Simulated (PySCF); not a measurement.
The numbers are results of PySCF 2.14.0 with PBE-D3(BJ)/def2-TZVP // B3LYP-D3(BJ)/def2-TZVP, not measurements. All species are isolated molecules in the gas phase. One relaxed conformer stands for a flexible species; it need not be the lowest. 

Reference species (SMILES): `S` (neutral, multiplicity 1).

The HOMO comes out as -6.19 eV, the HOMO–LUMO gap is 5.76 eV and the LUMO is -0.43 eV.

After one change: the HOMO decreases by 0.48 eV; the HOMO–LUMO gap falls by 1.25 eV; the LUMO falls by 1.73 eV.

Problem. What was changed between the two runs? The new species is one of these.
A) `OS` (H–O–S–H torsion 91°)
B) `N#CS`
C) `[AlH2][SH]`
D) `BS`

Solution. C, `[AlH2][SH]`
